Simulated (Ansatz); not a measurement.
**How the LA phonon frequency at L of zinc-blende CdSe moves with the method**

No measured value is used here.

```json
[
 {"level (code)": "LDA (Ansatz)", "value (cm⁻¹)": "126", "cell (Å³/atom)": "27.10"},
 {"level (code)": "PBE (Ansatz)", "value (cm⁻¹)": "118", "cell (Å³/atom)": "29.73"},
 {"level (code)": "r²SCAN (Ansatz)", "value (cm⁻¹)": "123", "cell (Å³/atom)": "28.84"},
 {"level (code)": "B3LYP (VWN-RPA form) (Ansatz)", "value (cm⁻¹)": "122", "cell (Å³/atom)": "30.34"},
 {"level (code)": "HSE06 (Ansatz)", "value (cm⁻¹)": "…", "cell (Å³/atom)": "28.99"}
]
```

**Question.** What belongs in the gaps?

**Answer.** 
- HSE06 (Ansatz, a quantum-chemistry and plane-wave program), value (cm⁻¹): 125

Each level is taken at its own relaxed cell. Cutoffs and k meshes differ between the levels. Ansatz's density-functional and Hartree–Fock values are scalar-relativistic unless marked +SOC, with PAW data made under PBE.
